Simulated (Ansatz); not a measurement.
Ligand exchange: NaF + C2H2O → NaOH + C2HF

Species: NaF, singlet; C2H2O (ethynol) `C#CO`, singlet; NaOH `[OH][Na]`, singlet; C2HF (fluoroacetylene) `C#CF`, singlet. The partners trade F for OH: Na–F and C–OH bonds give way to Na–OH and C–F.

Shapes, held fixed at every level: PBE0-D4/def2-TZVP. Programs: Ansatz 0.2.0. The zero-point and thermal change to 298 K, harmonic and unscaled (PBE0-D4/def2-TZVP), is -1.8 kJ/mol.

```csv
level,kind,ΔH(298 K) (kJ/mol),less CCSD(T)/def2-TZVPP
HF/def2-TZVPP,Hartree–Fock,+121.5,+7.8
r2SCAN-D4/def2-TZVPP,meta-GGA,+118.9,+5.2
wB97X-V/def2-TZVPP,range-separated hybrid,+118.9,+5.2
B2PLYP/def2-TZVPP,double hybrid,+117.9,+4.2
MP2/def2-TZVPP,perturbation theory,+116.2,+2.5
CCSD/def2-SVP,coupled cluster or CI,+118.9,+5.2
CCSD(T)/def2-TZVPP,coupled cluster or CI,+113.7,0.0
```

The highest level, CCSD(T)/def2-TZVPP, gives ΔH(298 K) = +113.7 kJ/mol; the levels span +113.7 to +121.5. The column of differences is taken from that level and isn't an error. No measured value is set beside it here. Correlated rows may include outer-core shells of Na, which these sets cover unevenly.
